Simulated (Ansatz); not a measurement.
**C5H12O: taking an electron away**

An exercise on one series of results from a longer session: the logs are not shown, and one member is left open.

Program: Ansatz 0.2.0, Gaussian basis. Level of theory: unrestricted cation, the program's frozen cores in correlated methods. These are calculated values, not measurements.

Plan: UKS PBE-D4/def2-TZVPP; UKS r2SCAN-D4/def2-TZVPP; UKS PBE0-D4/def2-TZVPP; UKS B3LYP-D4/def2-TZVPP; UKS wB97X-V/def2-TZVPP; UKS wB97M-V/def2-TZVPP; UKS B2PLYP/def2-TZVPP; UHF-CCSD(T)/def2-TZVPP; UHF-MP2/def2-QZVPP; extrapolation to the limit; then −ε(HOMO) from the neutral's earlier runs with LDA (SPW92), PBE-D4, revPBE-D4, BLYP-D4, r2SCAN-D4, B97M-V, PBE0-D4, B3LYP-D4, r2SCANh-D4, r2SCAN0-D4, HSE06-D4, BHLYP-D4, CAM-B3LYP-D4, LC-ωPBE, ωB97X-V, ωB97M-V.

**The geometry**

An earlier PBE0-D4 in a triple-zeta def2 set relaxation fixed the geometry.

SMILES `CC(C)C(C)O`, 18 atoms, charge 0, spin multiplicity 1.

Atoms are counted from 1 here; the program's logs count them from 0.

Bond lengths: C1–C2 1.522 Å, C1–H7 1.092 Å, C1–H8 1.095 Å, C1–H9 1.091 Å, C2–C3 1.522 Å, C2–C4 1.525 Å, C2–H10 1.098 Å, C3–H11 1.090 Å, C3–H12 1.095 Å, C3–H13 1.093 Å, C4–C5 1.517 Å, C4–O6 1.420 Å, C4–H14 1.103 Å, C5–H15 1.094 Å, C5–H16 1.091 Å, C5–H17 1.093 Å, O6–H18 0.960 Å. Angles: C2–C1–H7 110.3°, C2–C1–H8 110.9°, C2–C1–H9 112.6°, H7–C1–H8 107.4°, H7–C1–H9 107.5°, H8–C1–H9 108.0°, C1–C2–C3 110.5°, C1–C2–C4 111.8°, C1–C2–H10 108.8°, C3–C2–C4 110.7°, C3–C2–H10 108.4°, C4–C2–H10 106.4°, C2–C3–H11 111.3°, C2–C3–H12 110.5°, C2–C3–H13 110.7°, H11–C3–H12 108.0°, H11–C3–H13 108.5°, H12–C3–H13 107.6° and more.

As a file:

```
C     0.8777   -0.0700    1.4630
C     0.6762   -0.0276   -0.0449
C     1.3351   -1.2307   -0.7045
C    -0.8003    0.0516   -0.4175
C    -1.5229    1.2366    0.1945
O    -0.8609    0.1165   -1.8350
H     1.9360   -0.1998    1.7003
H     0.3375   -0.9136    1.9055
H     0.5397    0.8428    1.9566
H     1.1449    0.8839   -0.4385
H     1.2046   -1.2108   -1.7861
H     0.8991   -2.1619   -0.3272
H     2.4052   -1.2538   -0.4838
H    -1.2828   -0.8785   -0.0716
H    -2.5520    1.2871   -0.1744
H    -1.5730    1.1641    1.2822
H    -1.0204    2.1697   -0.0736
H    -1.7813    0.2058   -2.0929
```

Set-up of the first run:

Contents of in.yaml:

```yaml
crystal:
  periodic: [false, false, false]
  atoms:
    - {symbol: C, position_ang: [0.877660, -0.069975, 1.462959]}
    - {symbol: C, position_ang: [0.676235, -0.027575, -0.044866]}
    - {symbol: C, position_ang: [1.335092, -1.230708, -0.704506]}
    - {symbol: C, position_ang: [-0.800289, 0.051624, -0.417521]}
    - {symbol: C, position_ang: [-1.522895, 1.236559, 0.194474]}
    - {symbol: O, position_ang: [-0.860912, 0.116465, -1.835026]}
    - {symbol: H, position_ang: [1.935972, -0.199840, 1.700306]}
    - {symbol: H, position_ang: [0.337515, -0.913637, 1.905488]}
    - {symbol: H, position_ang: [0.539719, 0.842790, 1.956591]}
    - {symbol: H, position_ang: [1.144929, 0.883895, -0.438495]}
    - {symbol: H, position_ang: [1.204635, -1.210803, -1.786078]}
    - {symbol: H, position_ang: [0.899110, -2.161898, -0.327195]}
    - {symbol: H, position_ang: [2.405159, -1.253792, -0.483800]}
    - {symbol: H, position_ang: [-1.282765, -0.878522, -0.071647]}
    - {symbol: H, position_ang: [-2.551953, 1.287131, -0.174417]}
    - {symbol: H, position_ang: [-1.573036, 1.164145, 1.282163]}
    - {symbol: H, position_ang: [-1.020438, 2.169746, -0.073639]}
    - {symbol: H, position_ang: [-1.781338, 0.205794, -2.092890]}
basis:
  gaussian: {orbitals: def2-TZVPP}
total_charge: 1
magnetization: {spin_polarized: true, initial_magnetization: 1}
hamiltonian: {xc: pbe, dispersion: d4}
```

Started as:

```console
> ansatz run in.yaml --threads 2 --pin off --events-out ev --progress --plain --max-ram 22528MiB --backend cuda --devices 0, --max-vram 18GiB
```

Among the steps run: Cation, UKS PBE-D4/def2-TZVPP; Cation, UKS r2SCAN-D4/def2-TZVPP; Cation, UKS PBE0-D4/def2-TZVPP; Cation, UKS B3LYP-D4/def2-TZVPP; Cation, UKS wB97X-V/def2-TZVPP; Cation, UKS wB97M-V/def2-TZVPP; Cation, UKS B2PLYP (frozen core)/def2-TZVPP; Cation, UHF-CCSD(T)/def2-TZVPP; Cation, UHF-MP2/def2-QZVPP.

One table of the session follows, with a row left open; its other results are not shown here.

It belongs to the step «Ionisation energies side by side». For comparison, −ε(HOMO) of the neutral from earlier runs:

| functional | −ε(HOMO) (eV) |
| --- | --- |
| LDA (SPW92) | 6.25 |
| PBE-D4 | 6.10 |
| revPBE-D4 | 6.04 |
| BLYP-D4 | 6.04 |
| r2SCAN-D4 | 6.45 |
| B97M-V | 6.63 |
| PBE0-D4 | 7.74 |
| B3LYP-D4 | ? |
| r2SCANh-D4 | 7.06 |
| r2SCAN0-D4 | 7.98 |
| HSE06-D4 | 7.33 |
| BHLYP-D4 | 9.34 |
| CAM-B3LYP-D4 | 9.24 |
| LC-ωPBE | 10.56 |
| ωB97X-V | 10.26 |
| ωB97M-V | 10.19 |

**Question.** Estimate the row for B3LYP-D4.

Worked estimate for «−ε(HOMO) (eV)». Against the share of exact exchange, BLYP-D4 (0, 6.04), BHLYP-D4 (0.5, 9.34) give a slope of 6.60 per unit share; at 0.2 the line stands at 7.36.

The run gave: −ε(HOMO) (eV): 7.51. In «−ε(HOMO) (eV)» the line misses by -0.15.
